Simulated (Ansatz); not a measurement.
This geometry of CH5B + FH (9 atoms, charge 0, multiplicity 1) is a first-order saddle point.

The calculation used UKS PBE0-D4/def2-SVP (Ansatz 0.2.0).

```xyz
9
Properties=species:S:1:pos:R:3
B -0.765 0.012 -0.444
C 0.675 -0.325 0.411
H -1.731 -0.262 0.224
H -0.677 -0.342 -1.593
H 0.212 0.970 0.071
F -0.574 1.637 -0.409
H 1.656 -0.161 -0.063
H 0.728 -0.123 1.491
H 0.475 -1.405 0.311
```

Which two structures does it join? (They come from a converged band through this point; their orientation in space is the band's.)

Bonds broken: B1–C2, H5–F6. Bonds formed: B1–F6, C2–H5. CH5B + FH becomes BFH2 + CH4.

Image 0:

```xyz
9
Properties=species:S:1:pos:R:3
B -0.711 -0.262 -0.400
C 0.623 -0.550 0.389
H -1.767 -0.313 0.190
H -0.719 -0.380 -1.605
H 0.264 1.813 0.051
F -0.554 1.786 -0.386
H 1.551 -0.244 -0.124
H 0.640 -0.196 1.434
H 0.675 -1.654 0.451
```

Image 6:

```xyz
9
Properties=species:S:1:pos:R:3
B -1.564 0.267 -0.914
C 1.249 -0.251 0.732
H -2.177 -0.244 -0.005
H -1.123 -0.336 -1.865
H 0.863 0.741 0.461
F -1.386 1.573 -0.877
H 2.250 -0.380 0.301
H 1.303 -0.334 1.825
H 0.585 -1.036 0.343
```

How far does it lie above each of them?

0.49 eV above the first and 1.93 eV above the second. This is the barrier of this one path; another mechanism may lie lower. The orbitals stay closed-shell, which can raise the energy where a bond breaks towards radicals; this wasn't checked here.

The run took 79 s on 2 threads of Arm Neoverse V2 (shared host), peak memory 0.17 GiB.
